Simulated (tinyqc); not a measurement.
Inside a calculation (part 1 of 3). Method: UHF in the sto-6g basis, for CH2, spin multiplicity 3. Computed by tinyqc, a small Python program that keeps every step (integrals from PySCF). Settings: charge = 0, multiplicity = 3, basis = sto-6g, energy threshold = 1e-08, iteration cap = 58, orthogonalisation = symmetric, start = Wolfsberg-Helmholz matrix, DIIS depth = 6, method = UHF. Command: `OMP_NUM_THREADS=1 python tinyqc.py 20148 20149 out.jsonl` (the two numbers bound the seeds that draw the settings). One thread of a shared host (Intel(R) Xeon(R) Processor @ 2.60GHz), about 0.3 s of CPU time with the checks. Later iterations appear only in the table of the cycle.

## One-electron integrals

Geometry (angstrom):
```
atom         x          y         z
C     0.000000   0.000000  0.000000
H     0.000000   1.006000  0.501000
H     0.000000  -1.006000  0.501000
```

Basis sto-6g: exponents (1/bohr^2) and contraction coefficients of normalised primitives:
```
element  l (shell)    exponent  coefficient
C            s (1)  742.737049     0.009164
C            s (1)  136.180025     0.049361
C            s (1)   38.098264     0.168538
C            s (1)   13.087782     0.370563
C            s (1)    5.082369     0.416492
C            s (1)    2.093200     0.130334
C            s (2)   30.497239    -0.013253
C            s (2)    6.036200    -0.046992
C            s (2)    1.876046    -0.033785
C            s (2)    0.721783     0.250242
C            s (2)    0.313471     0.595117
C            s (2)    0.143687     0.240706
C            p (3)   30.497239     0.003760
C            p (3)    6.036200     0.037679
C            p (3)    1.876046     0.173897
C            p (3)    0.721783     0.418036
C            p (3)    0.313471     0.425860
C            p (3)    0.143687     0.101708
H            s (1)   35.523221     0.009164
H            s (1)    6.513144     0.049361
H            s (1)    1.822143     0.168538
H            s (1)    0.625955     0.370563
H            s (1)    0.243077     0.416492
H            s (1)    0.100112     0.130334
```

Overlap, kinetic and nuclear-attraction integrals over the contracted functions; the nuclear repulsion is the sum of Za Zb / Rab.

nuclear repulsion = 5.91334743 hartree

overlap S, order 1C 1s, 1C 2s, 1C 2px, 1C 2py, 1C 2pz, 2H 1s, 3H 1s:
$$\begin{pmatrix}
1.000000 & 0.243228 & 0.000000 & 0.000000 & 0.000000 & 0.059749 & 0.059749 \\
0.243228 & 1.000000 & 0.000000 & 0.000000 & 0.000000 & 0.472078 & 0.472078 \\
0.000000 & 0.000000 & 1.000000 & 0.000000 & 0.000000 & 0.000000 & 0.000000 \\
0.000000 & 0.000000 & 0.000000 & 1.000000 & 0.000000 & 0.407749 & -0.407749 \\
0.000000 & 0.000000 & 0.000000 & 0.000000 & 1.000000 & 0.203064 & 0.203064 \\
0.059749 & 0.472078 & 0.000000 & 0.407749 & 0.203064 & 1.000000 & 0.117620 \\
0.059749 & 0.472078 & 0.000000 & -0.407749 & 0.203064 & 0.117620 & 1.000000
\end{pmatrix}$$

kinetic energy T (hartree), order 1C 1s, 1C 2s, 1C 2px, 1C 2py, 1C 2pz, 2H 1s, 3H 1s:
$$\begin{pmatrix}
16.068641 & -0.492789 & 0.000000 & 0.000000 & 0.000000 & -0.008286 & -0.008286 \\
-0.492789 & 0.492405 & 0.000000 & 0.000000 & 0.000000 & 0.095847 & 0.095847 \\
0.000000 & 0.000000 & 1.479234 & 0.000000 & 0.000000 & 0.000000 & 0.000000 \\
0.000000 & 0.000000 & 0.000000 & 1.479234 & 0.000000 & 0.216381 & -0.216381 \\
0.000000 & 0.000000 & 0.000000 & 0.000000 & 1.479234 & 0.107760 & 0.107760 \\
-0.008286 & 0.095847 & 0.000000 & 0.216381 & 0.107760 & 0.768522 & -0.011702 \\
-0.008286 & 0.095847 & 0.000000 & -0.216381 & 0.107760 & -0.011702 & 0.768522
\end{pmatrix}$$

nuclear attraction V (hartree), order 1C 1s, 1C 2s, 1C 2px, 1C 2py, 1C 2pz, 2H 1s, 3H 1s:
$$\begin{pmatrix}
-34.949684 & -3.847477 & 0.000000 & 0.000000 & -0.014991 & -1.066683 & -1.066683 \\
-3.847477 & -6.079099 & 0.000000 & 0.000000 & -0.147530 & -2.434304 & -2.434304 \\
0.000000 & 0.000000 & -5.998838 & 0.000000 & 0.000000 & 0.000000 & 0.000000 \\
0.000000 & 0.000000 & 0.000000 & -6.191242 & 0.000000 & -1.955060 & 1.955060 \\
-0.014991 & -0.147530 & 0.000000 & 0.000000 & -6.046557 & -1.005400 & -1.005400 \\
-1.066683 & -2.434304 & 0.000000 & -1.955060 & -1.005400 & -4.274661 & -0.564092 \\
-1.066683 & -2.434304 & 0.000000 & 1.955060 & -1.005400 & -0.564092 & -4.274661
\end{pmatrix}$$

core Hamiltonian H = T + V (hartree), order 1C 1s, 1C 2s, 1C 2px, 1C 2py, 1C 2pz, 2H 1s, 3H 1s:
$$\begin{pmatrix}
-18.881044 & -4.340266 & 0.000000 & 0.000000 & -0.014991 & -1.074969 & -1.074969 \\
-4.340266 & -5.586693 & 0.000000 & 0.000000 & -0.147530 & -2.338457 & -2.338457 \\
0.000000 & 0.000000 & -4.519604 & 0.000000 & 0.000000 & 0.000000 & 0.000000 \\
0.000000 & 0.000000 & 0.000000 & -4.712007 & 0.000000 & -1.738679 & 1.738679 \\
-0.014991 & -0.147530 & 0.000000 & 0.000000 & -4.567323 & -0.897640 & -0.897640 \\
-1.074969 & -2.338457 & 0.000000 & -1.738679 & -0.897640 & -3.506139 & -0.575794 \\
-1.074969 & -2.338457 & 0.000000 & 1.738679 & -0.897640 & -0.575794 & -3.506139
\end{pmatrix}$$

## Two-electron integrals

Functions are numbered as in S; the eight-fold symmetry (ij|kl) = (ji|kl) = (kl|ij) leaves the list below.

Two-electron integrals (ij|kl) in chemists' order, unique and non-zero (hartree):
```
(11|11) 3.543743    (21|11) 0.529462    (21|21) 0.100317    (22|11) 0.853596
(22|21) 0.199930    (22|22) 0.624844    (31|31) 0.021271    (32|31) 0.031868
(32|32) 0.138108    (33|11) 0.853598    (33|21) 0.199930    (33|22) 0.624843
(33|33) 0.673218    (41|41) 0.021271    (42|41) 0.031868    (42|42) 0.138108
(43|43) 0.036281    (44|11) 0.853598    (44|21) 0.199930    (44|22) 0.624843
(44|33) 0.600655    (44|44) 0.673218    (51|51) 0.021271    (52|51) 0.031868
(52|52) 0.138108    (53|53) 0.036281    (54|54) 0.036281    (55|11) 0.853598
(55|21) 0.199930    (55|22) 0.624843    (55|33) 0.600655    (55|44) 0.600655
(55|55) 0.673218    (61|11) 0.137322    (61|21) 0.025032    (61|22) 0.049029
(61|33) 0.048843    (61|41) 0.001467    (61|42) 0.002831    (61|44) 0.049290
(61|51) 0.000731    (61|52) 0.001410    (61|54) 0.000223    (61|55) 0.048954
(61|61) 0.006424    (62|11) 0.315316    (62|21) 0.074876    (62|22) 0.256065
(62|33) 0.250121    (62|41) 0.006804    (62|42) 0.044612    (62|44) 0.264410
(62|51) 0.003389    (62|52) 0.022217    (62|54) 0.007116    (62|55) 0.253665
(62|61) 0.019256    (62|62) 0.136331    (63|31) 0.008200    (63|32) 0.041433
(63|43) 0.008801    (63|53) 0.004383    (63|63) 0.017040    (64|11) 0.237912
(64|21) 0.057311    (64|22) 0.207571    (64|33) 0.197164    (64|41) 0.012710
(64|42) 0.074876    (64|44) 0.225678    (64|51) 0.002246    (64|52) 0.016655
(64|54) 0.009817    (64|55) 0.199870    (64|61) 0.015484    (64|62) 0.131325
(64|64) 0.141216    (65|11) 0.118483    (65|21) 0.028541    (65|22) 0.103373
(65|33) 0.098190    (65|41) 0.002246    (65|42) 0.016655    (65|44) 0.103624
(65|51) 0.009318    (65|52) 0.049727    (65|54) 0.011507    (65|55) 0.108304
(65|61) 0.007711    (65|62) 0.065401    (65|64) 0.061841    (65|65) 0.047837
(66|11) 0.461395    (66|21) 0.111713    (66|22) 0.432152    (66|33) 0.409284
(66|41) 0.013088    (66|42) 0.113271    (66|44) 0.464255    (66|51) 0.006518
(66|52) 0.056410    (66|54) 0.027376    (66|55) 0.422918    (66|61) 0.029275
(66|62) 0.288300    (66|64) 0.307299    (66|65) 0.153039    (66|66) 0.774999
(71|11) 0.137322    (71|21) 0.025032    (71|22) 0.049029    (71|33) 0.048843
(71|41) -0.001467   (71|42) -0.002831   (71|44) 0.049290    (71|51) 0.000731
(71|52) 0.001410    (71|54) -0.000223   (71|55) 0.048954    (71|61) 0.006204
(71|62) 0.017885    (71|64) 0.013012    (71|65) 0.007167    (71|66) 0.026457
(71|71) 0.006424    (72|11) 0.315316    (72|21) 0.074876    (72|22) 0.256065
(72|33) 0.250121    (72|41) -0.006804   (72|42) -0.044612   (72|44) 0.264410
(72|51) 0.003389    (72|52) 0.022217    (72|54) -0.007116   (72|55) 0.253665
(72|61) 0.017885    (72|62) 0.096094    (72|64) 0.066818    (72|65) 0.044813
(72|66) 0.157657    (72|71) 0.019256    (72|72) 0.136331    (73|31) 0.008200
(73|32) 0.041433    (73|43) -0.008801   (73|53) 0.004383    (73|63) 0.011159
(73|73) 0.017040    (74|11) -0.237912   (74|21) -0.057311   (74|22) -0.207571
(74|33) -0.197164   (74|41) 0.012710    (74|42) 0.074876    (74|44) -0.225678
(74|51) -0.002246   (74|52) -0.016655   (74|54) 0.009817    (74|55) -0.199870
(74|61) -0.013012   (74|62) -0.066818   (74|64) -0.036699   (74|65) -0.030542
(74|66) -0.101910   (74|71) -0.015484   (74|72) -0.131325   (74|74) 0.141216
(75|11) 0.118483    (75|21) 0.028541    (75|22) 0.103373    (75|33) 0.098190
(75|41) -0.002246   (75|42) -0.016655   (75|44) 0.103624    (75|51) 0.009318
(75|52) 0.049727    (75|54) -0.011507   (75|55) 0.108304    (75|61) 0.007167
(75|62) 0.044813    (75|64) 0.030542    (75|65) 0.031602    (75|66) 0.077941
(75|71) 0.007711    (75|72) 0.065401    (75|74) -0.061841   (75|75) 0.047837
(76|11) 0.072246    (76|21) 0.017164    (76|22) 0.060051    (76|33) 0.058678
(76|44) 0.060644    (76|51) 0.001325    (76|52) 0.009011    (76|55) 0.060832
(76|61) 0.004281    (76|62) 0.028015    (76|64) 0.023490    (76|65) 0.014787
(76|66) 0.054518    (76|71) 0.004281    (76|72) 0.028015    (76|74) -0.023490
(76|75) 0.014787    (76|76) 0.007010    (77|11) 0.461395    (77|21) 0.111713
(77|22) 0.432152    (77|33) 0.409284    (77|41) -0.013088   (77|42) -0.113271
(77|44) 0.464255    (77|51) 0.006518    (77|52) 0.056410    (77|54) -0.027376
(77|55) 0.422918    (77|61) 0.026457    (77|62) 0.157657    (77|64) 0.101910
(77|65) 0.077941    (77|66) 0.262131    (77|71) 0.029275    (77|72) 0.288300
(77|74) -0.307299   (77|75) 0.153039    (77|76) 0.054518    (77|77) 0.774999
```

## Orthogonalisation

S = U s U^T; symmetric (Loewdin) form X = U s^(-1/2) U^T, so that X^T S X = 1.

eigenvalues of S: [0.311902, 0.361554, 0.887626, 1.000000, 1.074824, 1.520826, 1.843268]

X, order 1C 1s, 1C 2s, 1C 2px, 1C 2py, 1C 2pz, 2H 1s, 3H 1s:
$$\begin{pmatrix}
1.025493 & -0.147963 & 0.000000 & 0.000000 & -0.009079 & 0.022615 & 0.022615 \\
-0.147963 & 1.274762 & 0.000000 & 0.000000 & 0.106074 & -0.328685 & -0.328685 \\
0.000000 & 0.000000 & 1.000000 & 0.000000 & 0.000000 & 0.000000 & 0.000000 \\
0.000000 & 0.000000 & 0.000000 & 1.193752 & 0.000000 & -0.299741 & 0.299741 \\
-0.009079 & 0.106074 & 0.000000 & 0.000000 & 1.044730 & -0.139045 & -0.139045 \\
0.022615 & -0.328685 & 0.000000 & -0.299741 & -0.139045 & 1.244167 & -0.036049 \\
0.022615 & -0.328685 & 0.000000 & 0.299741 & -0.139045 & -0.036049 & 1.244167
\end{pmatrix}$$

## Starting guess

The start is the generalised Wolfsberg-Helmholz matrix (K = 1.75) built on H; D(s) = C_occ C_occ^T for each spin.

D(alpha) at the start, order 1C 1s, 1C 2s, 1C 2px, 1C 2py, 1C 2pz, 2H 1s, 3H 1s:
$$\begin{pmatrix}
1.029805 & -0.106675 & 0.000000 & 0.000000 & 0.057333 & -0.083903 & -0.083903 \\
-0.106675 & 0.485557 & 0.000000 & 0.000000 & -0.207271 & 0.191637 & 0.191637 \\
0.000000 & 0.000000 & 1.000000 & 0.000000 & 0.000000 & 0.000000 & 0.000000 \\
0.000000 & 0.000000 & 0.000000 & 0.517557 & 0.000000 & 0.206579 & -0.206579 \\
0.057333 & -0.207271 & 0.000000 & 0.000000 & 0.926742 & 0.055055 & 0.055055 \\
-0.083903 & 0.191637 & 0.000000 & 0.206579 & 0.055055 & 0.182334 & 0.017424 \\
-0.083903 & 0.191637 & 0.000000 & -0.206579 & 0.055055 & 0.017424 & 0.182334
\end{pmatrix}$$

D(beta) at the start, order 1C 1s, 1C 2s, 1C 2px, 1C 2py, 1C 2pz, 2H 1s, 3H 1s:
$$\begin{pmatrix}
1.018328 & -0.067416 & 0.000000 & 0.000000 & -0.042842 & -0.081954 & -0.081954 \\
-0.067416 & 0.351268 & 0.000000 & 0.000000 & 0.135375 & 0.184970 & 0.184970 \\
0.000000 & 0.000000 & 0.000000 & 0.000000 & 0.000000 & 0.000000 & 0.000000 \\
0.000000 & 0.000000 & 0.000000 & 0.517557 & 0.000000 & 0.206579 & -0.206579 \\
-0.042842 & 0.135375 & 0.000000 & 0.000000 & 0.052455 & 0.072065 & 0.072065 \\
-0.081954 & 0.184970 & 0.000000 & 0.206579 & 0.072065 & 0.182003 & 0.017093 \\
-0.081954 & 0.184970 & 0.000000 & -0.206579 & 0.072065 & 0.017093 & 0.182003
\end{pmatrix}$$

## Iteration 1: building the Fock matrix

J_ij = sum D_kl (ij|kl) with D = D(alpha) + D(beta), K_ij = sum D_kl (ik|jl) for each spin; F = H + J - K(s); E = tr D H + tr D J / 2 - 0.5 sum_s tr D(s) K(s) + E_nn.

Coulomb J (hartree), order 1C 1s, 1C 2s, 1C 2px, 1C 2py, 1C 2pz, 2H 1s, 3H 1s:
$$\begin{pmatrix}
11.539546 & 2.107440 & 0.000000 & 0.000000 & 0.013945 & 0.532899 & 0.532899 \\
2.107440 & 5.152883 & 0.000000 & 0.000000 & 0.108135 & 2.122035 & 2.122035 \\
0.000000 & 0.000000 & 5.107114 & 0.000000 & 0.000000 & 0.000000 & 0.000000 \\
0.000000 & 0.000000 & 0.000000 & 5.220970 & 0.000000 & 1.726174 & -1.726174 \\
0.013945 & 0.108135 & 0.000000 & 0.000000 & 5.130568 & 0.883649 & 0.883649 \\
0.532899 & 2.122035 & 0.000000 & 1.726174 & 0.883649 & 3.659678 & 0.497916 \\
0.532899 & 2.122035 & 0.000000 & -1.726174 & 0.883649 & 0.497916 & 3.659678
\end{pmatrix}$$

exchange K(alpha) (hartree), order 1C 1s, 1C 2s, 1C 2px, 1C 2py, 1C 2pz, 2H 1s, 3H 1s:
$$\begin{pmatrix}
3.614140 & 0.620986 & 0.000000 & 0.000000 & 0.004086 & 0.162195 & 0.162195 \\
0.620986 & 0.967603 & 0.000000 & 0.000000 & -0.033431 & 0.471091 & 0.471091 \\
0.000000 & 0.000000 & 0.851633 & 0.000000 & 0.000000 & 0.000000 & 0.000000 \\
0.000000 & 0.000000 & 0.000000 & 0.792490 & 0.000000 & 0.360132 & -0.360132 \\
0.004086 & -0.033431 & 0.000000 & 0.000000 & 0.848019 & 0.168414 & 0.168414 \\
0.162195 & 0.471091 & 0.000000 & 0.360132 & 0.168414 & 0.572763 & 0.121315 \\
0.162195 & 0.471091 & 0.000000 & -0.360132 & 0.168414 & 0.121315 & 0.572763
\end{pmatrix}$$

exchange K(beta) (hartree), order 1C 1s, 1C 2s, 1C 2px, 1C 2py, 1C 2pz, 2H 1s, 3H 1s:
$$\begin{pmatrix}
3.562144 & 0.565595 & 0.000000 & 0.000000 & -0.002090 & 0.146901 & 0.146901 \\
0.565595 & 0.634501 & 0.000000 & 0.000000 & 0.213469 & 0.394720 & 0.394720 \\
0.000000 & 0.000000 & 0.129645 & 0.000000 & 0.000000 & 0.000000 & 0.000000 \\
0.000000 & 0.000000 & 0.000000 & 0.706902 & 0.000000 & 0.343314 & -0.343314 \\
-0.002090 & 0.213469 & 0.000000 & 0.000000 & 0.212928 & 0.173024 & 0.173024 \\
0.146901 & 0.394720 & 0.000000 & 0.343314 & 0.173024 & 0.541633 & 0.100903 \\
0.146901 & 0.394720 & 0.000000 & -0.343314 & 0.173024 & 0.100903 & 0.541633
\end{pmatrix}$$

F(alpha) (hartree), order 1C 1s, 1C 2s, 1C 2px, 1C 2py, 1C 2pz, 2H 1s, 3H 1s:
$$\begin{pmatrix}
-10.955638 & -2.853811 & 0.000000 & 0.000000 & -0.005133 & -0.704265 & -0.704265 \\
-2.853811 & -1.401413 & 0.000000 & 0.000000 & -0.005964 & -0.687514 & -0.687514 \\
0.000000 & 0.000000 & -0.264123 & 0.000000 & 0.000000 & 0.000000 & 0.000000 \\
0.000000 & 0.000000 & 0.000000 & -0.283528 & 0.000000 & -0.372638 & 0.372638 \\
-0.005133 & -0.005964 & 0.000000 & 0.000000 & -0.284774 & -0.182405 & -0.182405 \\
-0.704265 & -0.687514 & 0.000000 & -0.372638 & -0.182405 & -0.419224 & -0.199193 \\
-0.704265 & -0.687514 & 0.000000 & 0.372638 & -0.182405 & -0.199193 & -0.419224
\end{pmatrix}$$

F(beta) (hartree), order 1C 1s, 1C 2s, 1C 2px, 1C 2py, 1C 2pz, 2H 1s, 3H 1s:
$$\begin{pmatrix}
-10.903642 & -2.798421 & 0.000000 & 0.000000 & 0.001044 & -0.688971 & -0.688971 \\
-2.798421 & -1.068310 & 0.000000 & 0.000000 & -0.252864 & -0.611143 & -0.611143 \\
0.000000 & 0.000000 & 0.457865 & 0.000000 & 0.000000 & 0.000000 & 0.000000 \\
0.000000 & 0.000000 & 0.000000 & -0.197939 & 0.000000 & -0.355820 & 0.355820 \\
0.001044 & -0.252864 & 0.000000 & 0.000000 & 0.350318 & -0.187015 & -0.187015 \\
-0.688971 & -0.611143 & 0.000000 & -0.355820 & -0.187015 & -0.388094 & -0.178782 \\
-0.688971 & -0.611143 & 0.000000 & 0.355820 & -0.187015 & -0.178782 & -0.388094
\end{pmatrix}$$

total energy of this density = -38.69576278 hartree

## Iteration 1: diagonalisation and new density

Diagonalise F' = X^T F X, C = X C', fill 5 alpha and 3 beta electrons from the bottom; D(s) = C_occ C_occ^T. Each column has its largest component positive (the first on a tie).

F' = X^T F X (alpha) (hartree):
$$\begin{pmatrix}
-10.742539 & -1.486395 & 0.000000 & 0.000000 & -0.027790 & -0.104407 & -0.104407 \\
-1.486395 & -0.538195 & 0.000000 & 0.000000 & 0.167441 & -0.457351 & -0.457351 \\
0.000000 & 0.000000 & -0.264123 & 0.000000 & 0.000000 & 0.000000 & 0.000000 \\
0.000000 & 0.000000 & 0.000000 & 0.089767 & 0.000000 & -0.450562 & 0.450562 \\
-0.027790 & 0.167441 & 0.000000 & 0.000000 & -0.204139 & -0.193062 & -0.193062 \\
-0.104407 & -0.457351 & 0.000000 & -0.450562 & -0.193062 & 0.077111 & -0.083295 \\
-0.104407 & -0.457351 & 0.000000 & 0.450562 & -0.193062 & -0.083295 & 0.077111
\end{pmatrix}$$

orbital energies (alpha) (hartree): MO1 -10.959820, MO2 -0.805825, MO3 -0.513082, MO4 -0.328827, MO5 -0.264123, MO6 0.603414, MO7 0.763255

coefficients C (alpha), order 1C 1s, 1C 2s, 1C 2px, 1C 2py, 1C 2pz, 2H 1s, 3H 1s:
$$\begin{pmatrix}
0.994393 & -0.222644 & 0.000000 & 0.073786 & 0.000000 & -0.175507 & 0.000000 \\
0.025175 & 0.718758 & 0.000000 & -0.371950 & 0.000000 & 1.103919 & 0.000000 \\
0.000000 & 0.000000 & 0.000000 & 0.000000 & 1.000000 & 0.000000 & 0.000000 \\
0.000000 & 0.000000 & 0.575826 & 0.000000 & 0.000000 & 0.000000 & 1.128343 \\
0.002779 & 0.025215 & 0.000000 & 0.890129 & 0.000000 & 0.590329 & 0.000000 \\
-0.005973 & 0.266219 & 0.404407 & 0.177511 & 0.000000 & -0.869043 & -0.863583 \\
-0.005973 & 0.266219 & -0.404407 & 0.177511 & 0.000000 & -0.869043 & 0.863583
\end{pmatrix}$$

F' = X^T F X (beta) (hartree):
$$\begin{pmatrix}
-10.697647 & -1.476087 & 0.000000 & 0.000000 & 0.010183 & -0.106089 & -0.106089 \\
-1.476087 & -0.189716 & 0.000000 & 0.000000 & -0.074799 & -0.439980 & -0.439980 \\
0.000000 & 0.000000 & 0.457865 & 0.000000 & 0.000000 & 0.000000 & 0.000000 \\
0.000000 & 0.000000 & 0.000000 & 0.189590 & 0.000000 & -0.456576 & 0.456576 \\
0.010183 & -0.074799 & 0.000000 & 0.000000 & 0.438088 & -0.206219 & -0.206219 \\
-0.106089 & -0.439980 & 0.000000 & -0.456576 & -0.206219 & 0.084885 & -0.082654 \\
-0.106089 & -0.439980 & 0.000000 & 0.456576 & -0.206219 & -0.082654 & 0.084885
\end{pmatrix}$$

orbital energies (beta) (hartree): MO1 -10.906081, MO2 -0.648578, MO3 -0.467226, MO4 0.396592, MO5 0.457865, MO6 0.711023, MO7 0.824354

coefficients C (beta), order 1C 1s, 1C 2s, 1C 2px, 1C 2py, 1C 2pz, 2H 1s, 3H 1s:
$$\begin{pmatrix}
0.995807 & -0.186014 & 0.000000 & -0.154730 & 0.000000 & -0.156398 & 0.000000 \\
0.019023 & 0.547911 & 0.000000 & 0.747175 & 0.000000 & 1.007667 & 0.000000 \\
0.000000 & 0.000000 & 0.000000 & 0.000000 & 1.000000 & 0.000000 & 0.000000 \\
0.000000 & 0.000000 & 0.534584 & 0.000000 & 0.000000 & 0.000000 & 1.148456 \\
0.001982 & 0.178147 & 0.000000 & -0.717491 & 0.000000 & 0.771315 & 0.000000 \\
-0.004573 & 0.354434 & 0.435417 & -0.291337 & 0.000000 & -0.804445 & -0.848370 \\
-0.004573 & 0.354434 & -0.435417 & -0.291337 & 0.000000 & -0.804445 & 0.848370
\end{pmatrix}$$

D(alpha) after iteration 1, order 1C 1s, 1C 2s, 1C 2px, 1C 2py, 1C 2pz, 2H 1s, 3H 1s:
$$\begin{pmatrix}
1.043832 & -0.162438 & 0.000000 & 0.000000 & 0.062828 & -0.052114 & -0.052114 \\
-0.162438 & 0.655594 & 0.000000 & 0.000000 & -0.312890 & 0.125171 & 0.125171 \\
0.000000 & 0.000000 & 1.000000 & 0.000000 & 0.000000 & 0.000000 & 0.000000 \\
0.000000 & 0.000000 & 0.000000 & 0.331575 & 0.000000 & 0.232868 & -0.232868 \\
0.062828 & -0.312890 & 0.000000 & 0.000000 & 0.792974 & 0.164704 & 0.164704 \\
-0.052114 & 0.125171 & 0.000000 & 0.232868 & 0.164704 & 0.265963 & -0.061127 \\
-0.052114 & 0.125171 & 0.000000 & -0.232868 & 0.164704 & -0.061127 & 0.265963
\end{pmatrix}$$

D(beta) after iteration 1, order 1C 1s, 1C 2s, 1C 2px, 1C 2py, 1C 2pz, 2H 1s, 3H 1s:
$$\begin{pmatrix}
1.026233 & -0.082976 & 0.000000 & 0.000000 & -0.031164 & -0.070483 & -0.070483 \\
-0.082976 & 0.300568 & 0.000000 & 0.000000 & 0.097646 & 0.194111 & 0.194111 \\
0.000000 & 0.000000 & 0.000000 & 0.000000 & 0.000000 & 0.000000 & 0.000000 \\
0.000000 & 0.000000 & 0.000000 & 0.285781 & 0.000000 & 0.232767 & -0.232767 \\
-0.031164 & 0.097646 & 0.000000 & 0.000000 & 0.031740 & 0.063132 & 0.063132 \\
-0.070483 & 0.194111 & 0.000000 & 0.232767 & 0.063132 & 0.315232 & -0.063944 \\
-0.070483 & 0.194111 & 0.000000 & -0.232767 & 0.063132 & -0.063944 & 0.315232
\end{pmatrix}$$
